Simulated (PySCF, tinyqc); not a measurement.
Coupled-perturbed Hartree-Fock on RHF in the sto-3g basis, for CH+, spin multiplicity 1, step by step. The lowest restricted solution is unstable here: a spin-polarised one lies 0.0109 hartree lower (PySCF). Computed by tinyqc, a small Python program that keeps every step (integrals from PySCF). Settings: charge = 1, multiplicity = 1, basis = sto-3g, method = RHF, energy threshold = 1e-10, iteration cap = 55, orthogonalisation = symmetric, start = Wolfsberg-Helmholz matrix, DIIS depth = 6. Command: `OMP_NUM_THREADS=1 python tinyqc.py 29800 29801 out.jsonl` (the two numbers bound the seeds that draw the settings). One thread of a shared host (Intel(R) Xeon(R) Processor @ 2.60GHz), about 0.1 s of CPU time with the checks. The early iterations of the SCF are left out here.

## One-electron integrals

Geometry (angstrom):
```
atom        x        y        z
C     0.00000  0.00000  0.00000
H     0.00000  0.00000  1.15500
```

Basis sto-3g: exponents (1/bohr^2) and contraction coefficients of normalised primitives:
```
element  l (shell)  exponent  coefficient
C            s (1)  71.61684      0.15433
C            s (1)  13.04510      0.53533
C            s (1)   3.53051      0.44463
C            s (2)   2.94125     -0.09997
C            s (2)   0.68348      0.39951
C            s (2)   0.22229      0.70012
C            p (3)   2.94125      0.15592
C            p (3)   0.68348      0.60768
C            p (3)   0.22229      0.39196
H            s (1)   3.42525      0.15433
H            s (1)   0.62391      0.53533
H            s (1)   0.16886      0.44463
```

Overlap, kinetic and nuclear-attraction integrals over the contracted functions; the nuclear repulsion is the sum of Za Zb / Rab.

nuclear repulsion = 2.7489725 hartree

overlap S:
```
          1C 1s    1C 2s   1C 2px   1C 2py   1C 2pz    2H 1s
1C 1s   1.00000  0.24836  0.00000  0.00000  0.00000  0.05352
1C 2s   0.24836  1.00000  0.00000  0.00000  0.00000  0.45401
1C 2px  0.00000  0.00000  1.00000  0.00000  0.00000  0.00000
1C 2py  0.00000  0.00000  0.00000  1.00000  0.00000  0.00000
1C 2pz  0.00000  0.00000  0.00000  0.00000  1.00000  0.44413
2H 1s   0.05352  0.45401  0.00000  0.00000  0.44413  1.00000
```

kinetic energy T (hartree):
```
           1C 1s     1C 2s   1C 2px   1C 2py   1C 2pz     2H 1s
1C 1s   15.89112  -0.08589  0.00000  0.00000  0.00000  -0.01200
1C 2s   -0.08589   0.47225  0.00000  0.00000  0.00000   0.08689
1C 2px   0.00000   0.00000  1.47773  0.00000  0.00000   0.00000
1C 2py   0.00000   0.00000  0.00000  1.47773  0.00000   0.00000
1C 2pz   0.00000   0.00000  0.00000  0.00000  1.47773   0.22278
2H 1s   -0.01200   0.08689  0.00000  0.00000  0.22278   0.76003
```

nuclear attraction V (hartree):
```
            1C 1s     1C 2s    1C 2px    1C 2py    1C 2pz     2H 1s
1C 1s   -34.11090  -4.30602   0.00000   0.00000  -0.01508  -0.94479
1C 2s    -4.30602  -5.63834   0.00000   0.00000  -0.15871  -2.16608
1C 2px    0.00000   0.00000  -5.55876   0.00000   0.00000   0.00000
1C 2py    0.00000   0.00000   0.00000  -5.55876   0.00000   0.00000
1C 2pz   -0.01508  -0.15871   0.00000   0.00000  -5.67231  -1.99109
2H 1s    -0.94479  -2.16608   0.00000   0.00000  -1.99109  -3.92974
```

core Hamiltonian H = T + V (hartree):
```
            1C 1s     1C 2s    1C 2px    1C 2py    1C 2pz     2H 1s
1C 1s   -18.21978  -4.39191   0.00000   0.00000  -0.01508  -0.95679
1C 2s    -4.39191  -5.16609   0.00000   0.00000  -0.15871  -2.07918
1C 2px    0.00000   0.00000  -4.08103   0.00000   0.00000   0.00000
1C 2py    0.00000   0.00000   0.00000  -4.08103   0.00000   0.00000
1C 2pz   -0.01508  -0.15871   0.00000   0.00000  -4.19458  -1.76831
2H 1s    -0.95679  -2.07918   0.00000   0.00000  -1.76831  -3.16971
```

## Two-electron integrals

Functions are numbered as in S; the eight-fold symmetry (ij|kl) = (ji|kl) = (kl|ij) leaves the list below.

Two-electron integrals (ij|kl) in chemists' order, unique and non-zero (hartree):
```
(11|11) 3.54195   (21|11) 0.57692   (21|21) 0.11189   (22|11) 0.85468
(22|21) 0.20528   (22|22) 0.62471   (31|31) 0.02030   (32|31) 0.03086
(32|32) 0.13800   (33|11) 0.85244   (33|21) 0.20534   (33|22) 0.62457
(33|33) 0.67283   (41|41) 0.02030   (42|41) 0.03086   (42|42) 0.13800
(43|43) 0.03627   (44|11) 0.85244   (44|21) 0.20534   (44|22) 0.62457
(44|33) 0.60030   (44|44) 0.67283   (51|51) 0.02030   (52|51) 0.03086
(52|52) 0.13800   (53|53) 0.03627   (54|54) 0.03627   (55|11) 0.85244
(55|21) 0.20534   (55|22) 0.62457   (55|33) 0.60030   (55|44) 0.60030
(55|55) 0.67283   (61|11) 0.12509   (61|21) 0.02411   (61|22) 0.04417
(61|33) 0.04401   (61|44) 0.04401   (61|51) 0.00147   (61|52) 0.00275
(61|55) 0.04448   (61|61) 0.00531   (62|11) 0.30025   (62|21) 0.07308
(62|22) 0.24472   (62|33) 0.23885   (62|44) 0.23885   (62|51) 0.00696
(62|52) 0.04798   (62|55) 0.25624   (62|61) 0.01643   (62|62) 0.12570
(63|31) 0.00743   (63|32) 0.03919   (63|53) 0.00938   (63|63) 0.01545
(64|41) 0.00743   (64|42) 0.03919   (64|54) 0.00938   (64|64) 0.01545
(65|11) 0.25587   (65|21) 0.06308   (65|22) 0.22400   (65|33) 0.21270
(65|44) 0.21270   (65|51) 0.01267   (65|52) 0.07994   (65|55) 0.24634
(65|61) 0.01485   (65|62) 0.13667   (65|65) 0.16135   (66|11) 0.44999
(66|21) 0.11140   (66|22) 0.42401   (66|33) 0.40149   (66|44) 0.40149
(66|51) 0.01337   (66|52) 0.12359   (66|55) 0.46853   (66|61) 0.02542
(66|62) 0.27513   (66|65) 0.33042   (66|66) 0.77461
```

## Orthogonalisation

S = U s U^T; symmetric (Loewdin) form X = U s^(-1/2) U^T, so that X^T S X = 1.

eigenvalues of S: 0.35165  0.81829  1.00000  1.00000  1.15240  1.67767

X:
```
           1C 1s     1C 2s   1C 2px   1C 2py    1C 2pz     2H 1s
1C 1s    1.02559  -0.14082  0.00000  0.00000  -0.01104   0.02589
1C 2s   -0.14082   1.14170  0.00000  0.00000   0.11228  -0.31923
1C 2px   0.00000   0.00000  1.00000  0.00000   0.00000   0.00000
1C 2py   0.00000   0.00000  0.00000  1.00000   0.00000   0.00000
1C 2pz  -0.01104   0.11228  0.00000  0.00000   1.10733  -0.30624
2H 1s    0.02589  -0.31923  0.00000  0.00000  -0.30624   1.22078
```

## Iteration 7 (converged): orbitals

converged F (hartree):
```
            1C 1s     1C 2s    1C 2px    1C 2py    1C 2pz     2H 1s
1C 1s   -11.69913  -3.11075   0.00000   0.00000  -0.02027  -0.68484
1C 2s    -3.11075  -1.91951   0.00000   0.00000  -0.09358  -0.85878
1C 2px    0.00000   0.00000  -0.28722   0.00000   0.00000   0.00000
1C 2py    0.00000   0.00000   0.00000  -0.28722   0.00000   0.00000
1C 2pz   -0.02027  -0.09358   0.00000   0.00000  -0.77967  -0.66875
2H 1s    -0.68484  -0.85878   0.00000   0.00000  -0.66875  -0.83844
```

Diagonalise F' = X^T F X, C = X C', fill 3 alpha and 3 beta electrons from the bottom; D = 2 C_occ C_occ^T. Each column has its largest component positive (the first on a tie).

F' = X^T F X (hartree):
```
           1         2         3         4         5         6
1  -11.47533  -1.53925   0.00000   0.00000  -0.03800  -0.08306
2   -1.53925  -1.24004   0.00000   0.00000   0.08743  -0.41895
3    0.00000   0.00000  -0.28722   0.00000   0.00000   0.00000
4    0.00000   0.00000   0.00000  -0.28722   0.00000   0.00000
5   -0.03800   0.08743   0.00000   0.00000  -0.56734  -0.48812
6   -0.08306  -0.41895   0.00000   0.00000  -0.48812  -0.36656
```

orbital energies (hartree): MO1 -11.70370, MO2 -1.24140, MO3 -0.85692, MO4 -0.28722, MO5 -0.28722, MO6 0.15274

coefficients C:
```
             MO1       MO2       MO3      MO4       MO5       MO6
1C 1s    0.99425  -0.23141   0.13734  0.00000   0.00000   0.10729
1C 2s    0.02363   0.79691  -0.60092  0.00000   0.00000  -0.66415
1C 2px   0.00000   0.00000   0.00000  0.95162  -0.30726   0.00000
1C 2py   0.00000   0.00000   0.00000  0.30726   0.95162   0.00000
1C 2pz   0.00465   0.22626   0.69893  0.00000   0.00000  -0.89049
2H 1s   -0.00627   0.29455   0.37285  0.00000   0.00000   1.20866
```

D after iteration 7:
```
           1C 1s     1C 2s   1C 2px   1C 2py    1C 2pz     2H 1s
1C 1s    2.12190  -0.48689  0.00000  0.00000   0.09650  -0.04639
1C 2s   -0.48689   1.99346  0.00000  0.00000  -0.47917   0.02105
1C 2px   0.00000   0.00000  0.00000  0.00000   0.00000   0.00000
1C 2py   0.00000   0.00000  0.00000  0.00000   0.00000   0.00000
1C 2pz   0.09650  -0.47917  0.00000  0.00000   1.07943   0.65442
2H 1s   -0.04639   0.02105  0.00000  0.00000   0.65442   0.45163
```

Within a degenerate level the vectors are fixed only up to a rotation; this is one choice.

## Convergence

Stop when the energy changes by less than 1e-10 hartree and every element of the error matrix X^T (F D S - S D F) X is below 3e-06.

Course of the cycle:
```
iteration  E (hartree)     change  largest element of the error matrix
1          -37.3711062          -                             2.23e-01
2          -37.4472093  -7.61e-02                             6.92e-02
3          -37.4556941  -8.48e-03                             9.52e-03
4          -37.4557709  -7.68e-05                             8.62e-04
5          -37.4557715  -5.51e-07                             3.15e-05
6          -37.4557715  -6.72e-10                             3.35e-06
7          -37.4557715  -7.44e-12                             3.28e-09
```

PySCF RHF in the same basis = -37.4557715 hartree

Converged in 7 iterations.

## Integrals over molecular orbitals

(pq|rs) = sum C_ip C_jq C_kr C_ls (ij|kl), one index at a time.

one-electron integrals over orbitals h = C^T H C (hartree):
```
           1         2         3         4         5         6
1  -18.20795   0.34995  -0.19892   0.00000   0.00000  -0.15200
2    0.34995  -4.26336   0.16618   0.00000   0.00000   0.60751
3   -0.19892   0.16618  -3.93142   0.00000   0.00000   0.44640
4    0.00000   0.00000   0.00000  -4.08103   0.00000   0.00000
5    0.00000   0.00000   0.00000   0.00000  -4.08103   0.00000
6   -0.15200   0.60751   0.44640   0.00000   0.00000  -3.10775
```

Two-electron integrals over orbitals (pq|rs), unique and non-zero (hartree):
```
(11|11) 3.51277    (21|11) -0.30535   (21|21) 0.04329    (22|11) 0.75999
(22|21) -0.00673   (22|22) 0.60923    (31|11) 0.17869    (31|21) -0.02075
(31|22) 0.01869    (31|31) 0.02580    (32|11) -0.08933   (32|21) 0.00925
(32|22) 0.04934    (32|31) 0.01071    (32|32) 0.09305    (33|11) 0.77029
(33|21) -0.01358   (33|22) 0.51455    (33|31) -0.00791   (33|32) -0.05761
(33|33) 0.62369    (41|41) 0.02149    (42|41) 0.02448    (42|42) 0.09917
(43|41) -0.01423   (43|42) -0.04454   (43|43) 0.05308    (44|11) 0.85206
(44|21) -0.00950   (44|22) 0.56660    (44|31) 0.00524    (44|32) -0.04773
(44|33) 0.56511    (44|44) 0.67283    (51|51) 0.02149    (52|51) 0.02448
(52|52) 0.09917    (53|51) -0.01423   (53|52) -0.04454   (53|53) 0.05308
(54|54) 0.03627    (55|11) 0.85206    (55|21) -0.00950   (55|22) 0.56660
(55|31) 0.00524    (55|32) -0.04773   (55|33) 0.56511    (55|44) 0.60030
(55|55) 0.67283    (61|11) 0.13983    (61|21) -0.02380   (61|22) -0.00773
(61|31) -0.00094   (61|32) -0.01562   (61|33) 0.01775    (61|44) 0.00360
(61|55) 0.00360    (61|61) 0.02276    (62|11) -0.21138   (62|21) 0.00324
(62|22) -0.07157   (62|31) -0.01307   (62|32) 0.02311    (62|33) -0.03317
(62|44) -0.10584   (62|55) -0.10584   (62|61) 0.00695    (62|62) 0.10210
(63|11) -0.15959   (63|21) 0.00453    (63|22) -0.00908   (63|31) 0.00464
(63|32) 0.07062    (63|33) -0.08689   (63|44) -0.07733   (63|55) -0.07733
(63|61) -0.00744   (63|62) 0.06383    (63|63) 0.09895    (64|41) -0.01026
(64|42) -0.03963   (64|43) 0.00313    (64|64) 0.02685    (65|51) -0.01026
(65|52) -0.03963   (65|53) 0.00313    (65|65) 0.02685    (66|11) 0.66828
(66|21) -0.00404   (66|22) 0.57802    (66|31) 0.01612    (66|32) 0.08963
(66|33) 0.49586    (66|44) 0.48866    (66|55) 0.48866    (66|61) -0.00858
(66|62) 0.01235    (66|63) 0.05799    (66|66) 0.66198
```

## Response to a field: uncoupled start

dipole integrals <a|y|i> (bohr):
```
         i1       i2        i3
a4  0.02741  0.22978  -0.11447
a5  0.08490  0.71166  -0.35453
a6  0.00000  0.00000   0.00000
```

Field along y; U_ai = -mu_ai / (e_a - e_i), alpha = -4 sum U_ai mu_ai.

uncoupled U:
```
          i1        i2       i3
a4  -0.00240  -0.24082  0.20093
a5  -0.00744  -0.74584  0.62231
a6   0.00000   0.00000  0.00000
```

uncoupled polarisability = 3.32177 bohr^3

## Coupled step 1

U_ai = -(mu_ai + sum_bj [4 (ai|bj) - (ab|ij) - (aj|bi)] U_bj) / (e_a - e_i); alpha = -4 sum U_ai mu_ai.

U after step 1:
```
         i1        i2       i3
a4  0.00003  -0.29043  0.30758
a5  0.00008  -0.89950  0.95261
a6  0.00000   0.00000  0.00000
```

polarisability = 4.31923 bohr^3

## Coupled step 2

As before.

U after step 2:
```
         i1        i2       i3
a4  0.00100  -0.29504  0.37629
a5  0.00310  -0.91376  1.16540
a6  0.00000   0.00000  0.00000
```

polarisability = 4.69613 bohr^3

## Coupled polarisability

Repeat until U stops changing; compare with -d2E/dF2.

Course of the coupled iterations:
```
step  alpha (bohr^3)
0            3.32177
1            4.31923
2            4.69613
3            4.88336
4            4.99862
5            5.07807
6            5.13547
7            5.17766
8            5.20888
9            5.23202
10           5.24919
11           5.26193
...              ...
48           5.29859
49           5.29859
50           5.29859
51           5.29859
52           5.29859
53           5.29859
54           5.29859
55           5.29859
56           5.29859
57           5.29859
58           5.29859
59           5.29859
```

coupled polarisability = 5.29859 bohr^3

finite-field check, fields of +/-0.001 au = 5.29858 bohr^3
